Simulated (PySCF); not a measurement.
Species: methyl propyl ether, C4H10O.
Atom-mapped SMILES: `[CH3:1][CH2:2][CH2:3][O:4][CH3:5]` (hydrogens: H6, H7, H8 on C1; H9, H10 on C2; H11, H12 on C3; H13, H14, H15 on C5)

Computed geometry: GFN2-xTB, gas phase.

(1) Give the optimised bond lengths and angles.

Answers

(1) 
```tsv
bond	length (bohr)
C1–C2	2.878
C2–C3	2.880
C3–O4	2.664
O4–C5	2.649
C1–H6, C1–H7, C1–H8	2.055
C2–H9, C2–H10	2.062
C3–H11, C3–H12	2.084
C5–H13	2.056
C5–H14, C5–H15	2.075
```

Bonds in one row agree within 0.02 bohr and their mean is given. A selection of angles:
```tsv
angle	degrees
C2–C1–H6	110.4
C2–C1–H7	110.6
H6–C1–H7	108.5
C1–C2–C3	111.4
C1–C2–H9	110.2
C3–C2–H9	108.5
H9–C2–H10	107.7
C2–C3–O4	109.0
C2–C3–H11	110.1
O4–C3–H11	109.9
H11–C3–H12	107.7
C3–O4–C5	112.9
O4–C5–H13	106.8
O4–C5–H14	111.3
H13–C5–H14	109.4
H14–C5–H15	108.5
```

Dihedral angles: C1–C2–C3–O4 180° (antiperiplanar); C2–C3–O4–C5 180° (antiperiplanar).

The 5 heavy atoms lie in one plane (0.001 Å rms). Of the pairs four or more bonds apart, H11···H14 is among the closest relative to their van der Waals radii: 2.42 Å, 101 % of the sum of Bondi's values.

Point group: Cs (every atom within 0.08 Å of its image). No frequency check. One conformer, not necessarily the lowest.
